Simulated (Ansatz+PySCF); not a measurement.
## doublet CH: levels of theory in one basis

```xyz
2

C     0.0000    0.0000   -0.2261
H     0.0000    0.0000    1.3563
```

Basis set: 6-31G (spherical functions). Frozen core: 1 orbital. Correlation on ROHF uses semicanonical orbitals with singles. Charge 0, multiplicity 2.

Computed with Ansatz (development build ahead of 0.2.0); each method stands on the lowest determinant of its kind that the runs found.

| method | E − E(ROHF) (eV) | <S²> of the determinant |
| --- | --- | --- |
| ROHF | 0.00 | 0.75 |
| UHF | -0.16 | 1.01 |
| UHF-MP2 | -1.33 | 1.01 |
| ROHF-CCSD | -2.26 | – |
| UHF-CCSD | -2.26 | 1.01 |
| ROHF-CCSD(T) | -2.29 | – |
| UHF-CCSD(T) | -2.29 | 1.01 |
| full CI (lowest root of this spin) | -2.30 | – |

What does ROHF-MP2 give on the same scale?

-1.49 eV.

At such a shape the full CI root can have another spatial symmetry than the determinants, so the rows needn't describe one state.

Is a single determinant a sound starting point here?

Only with care. Unrestricted orbitals gain 0.16 eV and <S²> is 1.01 against 0.75 for a pure state, a contamination that matters most for the unrestricted series.

Caution for UHF, UHF-MP2, UHF-CCSD, UHF-CCSD(T): the unrestricted determinant is spin contaminated. Caution for ROHF-MP2, UHF-MP2, ROHF-CCSD, UHF-CCSD, ROHF-CCSD(T), UHF-CCSD(T): bonds are stretched, where a single reference can fail.
